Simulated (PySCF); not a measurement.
# Cl2⁻: the SCF solver's settings

Aim: find out which solver settings change the answer for Cl2⁻.

The runs use PySCF 2.14.0; each script names its method and basis.

1 further run of the same task is left out (it didn't finish).

**1. Starting geometry**

Cl2⁻: 2 atoms, charge -1, spin multiplicity 2.

Bond lengths: Cl1–Cl2 2.040 Å.

**2. The base run**

Contents of input.py:

```python
from pyscf import gto, dft

mol = gto.M(
    atom='Cl 0 0 0; Cl 0 0 2.04',
    basis='ano-rcc-vdzp',
    charge=-1,
    spin=1,
    verbose=4,
)
mf = dft.UKS(mol, xc='lda,vwn')
mf = mf.sfx2c1e()
mf.kernel()
mf.dip_moment()
print('orbital energies (hartree):', [e[max(0, n-3):n+3].round(4) for e, n in zip(mf.mo_energy, mol.nelec)])
```

Started as:

```console
OMP_NUM_THREADS=1 python input.py
```

The log of this run is left out.

Base result: E(SCF) = -920.276586 Eh, 7 cycles, ⟨S²⟩ = 0.751.

The bond length is a typed value, not an optimised one. The dipole of an ion depends on the origin.

**3. Point-group symmetry on**

Edit 1 changes point-group symmetry: off → on.

Contents of input.py:

```python
from pyscf import gto, dft

mol = gto.M(
    atom='Cl 0 0 0; Cl 0 0 2.04',
    basis='ano-rcc-vdzp',
    charge=-1,
    spin=1,
    symmetry=True,
    verbose=4,
)
mf = dft.UKS(mol, xc='lda,vwn')
mf = mf.sfx2c1e()
mf.kernel()
mf.dip_moment()
print('orbital energies (hartree):', [e[max(0, n-3):n+3].round(4) for e, n in zip(mf.mo_energy, mol.nelec)])
```

Started as:

```console
OMP_NUM_THREADS=1 python input.py
```

**4. Smearing width 0.01 hartree**

Edit 2 changes smearing width: none → 0.01 hartree.

Changes to input.py since step 2:

```diff
@@ -1,2 +1,2 @@
-from pyscf import gto, dft
+from pyscf import gto, dft, scf
 
@@ -11,2 +11,3 @@
 mf = mf.sfx2c1e()
+mf = scf.addons.smearing_(mf, sigma=0.01, method='fermi')
 mf.kernel()
```

**Question.** What will these runs give? Wanted: for each run, E(SCF); from base; gap, α spin.

**Answer**, as computed:

| run | E(SCF) (hartree) | from base (eV) | cycles | gap, α spin (eV) |
| --- | --- | --- | --- | --- |
| base | -920.276586 | 0 | 7 | 8.27 |
| point-group symmetry on | -920.276586 | 0.0000 | 7 | 8.27 |
| smearing width 0.01 hartree | -920.270052 | not comparable | 8 | n/a |

Distance from each run's final energy (log10 hartree) by cycle:

| run | cycle 1 | cycle 2 | cycle 3 | cycle 5 | cycle 8 | cycle 12 |
| --- | --- | --- | --- | --- | --- | --- |
| base | -1.3 | -1.0 | -3.2 | -7.1 | done | done |
| point-group symmetry on | -1.3 | -1.0 | -3.2 | -7.1 | done | done |
| smearing width 0.01 hartree | -1.3 | -1.0 | -3.1 | -7.0 | < -11 | done |

The highest filled level of this anion is positive: the basis lacks diffuse functions or the electron is not bound, so these numbers hang on the basis. No change of the SCF energy comes from point-group symmetry on.
